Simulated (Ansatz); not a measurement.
# C3HCl (SMILES ClC1=C=C1): functionals against CCSD(T) at one geometry

Aim: energy, forces and dipole at a structure displaced at random from a GFN2-xTB minimum, from CCSD(T) and from density functionals.

Method: single points in def2-TZVPP; program: Ansatz 0.2.0, Gaussian basis.

Correlated methods freeze the cores. B3LYP uses VWN-RPA correlation.

## (1) Starting geometry

5 atoms, charge 0, spin multiplicity 1.

Atoms are counted from 1 here; the program's logs count them from 0.

Bond lengths: Cl1–C2 1.693 Å, C2–C3 1.376 Å, C2–C4 1.167 Å, C3–C4 1.344 Å, C4–H5 1.155 Å. Angles: Cl1–C2–C3 149.5°, Cl1–C2–C4 146.4°, C3–C2–C4 63.2°, C2–C3–C4 50.8°, C2–C4–C3 66.0°, C2–C4–H5 148.6°, C3–C4–H5 145.1°.

As a file:

```mol
C3HCl
  3D, bonds by distance, orders not assigned

  5  5  0  0  0  0  0  0  0  0999 V2000
   -2.0894    0.0073   -0.1369 Cl  0  0
   -0.4075    0.1894   -0.2041 C   0  0
    0.6910    0.9973   -0.3898 C   0  0
    0.6315   -0.2608    0.0798 C   0  0
    1.2500   -1.1735    0.4247 H   0  0
  1  2  8  0
  2  3  8  0
  2  4  8  0
  3  4  8  0
  4  5  8  0
M  END
```

## (2) CCSD(T)/def2-TZVPP

run/in.yaml reads:

```yaml
crystal:
  periodic: [false, false, false]
  atoms:
    - {symbol: Cl, position_ang: [-2.089400, 0.007300, -0.136900]}
    - {symbol: C, position_ang: [-0.407500, 0.189400, -0.204100]}
    - {symbol: C, position_ang: [0.691000, 0.997300, -0.389800]}
    - {symbol: C, position_ang: [0.631500, -0.260800, 0.079800]}
    - {symbol: H, position_ang: [1.250000, -1.173500, 0.424700]}
basis:
  gaussian: {orbitals: def2-TZVPP}
correlation: {method: ccsd_t}
output: {forces: true}
```

The command line of these runs was not kept.

## (3) PBE0-D4/def2-TZVPP

run/in.yaml, as its differences from that of step 2:

```diff
@@ -10,3 +10,3 @@
   gaussian: {orbitals: def2-TZVPP}
-correlation: {method: ccsd_t}
-output: {forces: true}
+hamiltonian: {xc: pbe0, dispersion: d4}
+output: {forces: true, orbitals: {seedname: orbitals}}
```

## (4) wB97M-V/def2-TZVPP

run/in.yaml, as its differences from that of step 3:

```diff
@@ -10,3 +10,3 @@
   gaussian: {orbitals: def2-TZVPP}
-hamiltonian: {xc: pbe0, dispersion: d4}
-output: {forces: true, orbitals: {seedname: orbitals}}
+hamiltonian: {xc: {name: wB97M-V}}
+output: {forces: true}
```

## (5) r2SCAN-D4/def2-TZVPP

run/in.yaml, as its differences from that of step 4:

```diff
@@ -10,3 +10,3 @@
   gaussian: {orbitals: def2-TZVPP}
-hamiltonian: {xc: {name: wB97M-V}}
+hamiltonian: {xc: r2scan, dispersion: d4}
 output: {forces: true}
```

## (6) PBE-D4/def2-TZVPP

run/in.yaml, as its differences from that of step 5:

```diff
@@ -10,3 +10,3 @@
   gaussian: {orbitals: def2-TZVPP}
-hamiltonian: {xc: r2scan, dispersion: d4}
+hamiltonian: {xc: pbe, dispersion: d4}
 output: {forces: true}
```

## (7) B3LYP-D4/def2-TZVPP

run/in.yaml, as its differences from that of step 6:

```diff
@@ -10,3 +10,3 @@
   gaussian: {orbitals: def2-TZVPP}
-hamiltonian: {xc: pbe, dispersion: d4}
+hamiltonian: {xc: {name: B3LYP}, dispersion: d4}
 output: {forces: true}
```

## (8) wB97X-V/def2-TZVPP

run/in.yaml, as its differences from that of step 7:

```diff
@@ -10,3 +10,3 @@
   gaussian: {orbitals: def2-TZVPP}
-hamiltonian: {xc: {name: B3LYP}, dispersion: d4}
+hamiltonian: {xc: {name: wB97X-V}}
 output: {forces: true}
```

(Steps that only read results are left out.)

Before running it: what results should come out? Wanted: energy less free atoms, CCSD(T)/def2-TZVPP; RMS force component; RMS force error; HOMO and LUMO, PBE0-D4; T1 diagnostic.

As calculated:

| quantity | value |
| --- | --- |
| energy less free atoms, CCSD(T)/def2-TZVPP | -1869.5 kJ/mol |
| RMS force component | 5.769 to 6.212 eV/Å over the methods |
| RMS force error | PBE0-D4 0.398, wB97M-V 0.402, r2SCAN-D4 0.361, PBE-D4 0.226, B3LYP-D4 0.488, wB97X-V 0.315 eV/Å |
| HOMO and LUMO, PBE0-D4 | -7.33 and -0.70 eV |
| T1 diagnostic | 0.012 |

Against CCSD(T) the functionals' energies less atoms differ by -210.9 to -87.3 kJ/mol, PBE-D4 by -210.9 kJ/mol. A larger basis would deepen the CCSD(T) value, while the functionals are nearly converged already, so the order here is not reliable. The forces of PBE-D4 come nearest to CCSD(T), those of B3LYP-D4 are farthest. Frozen-core CCSD(T) forces in triple zeta carry basis errors of their own, and this is one geometry, so small gaps rank nothing.
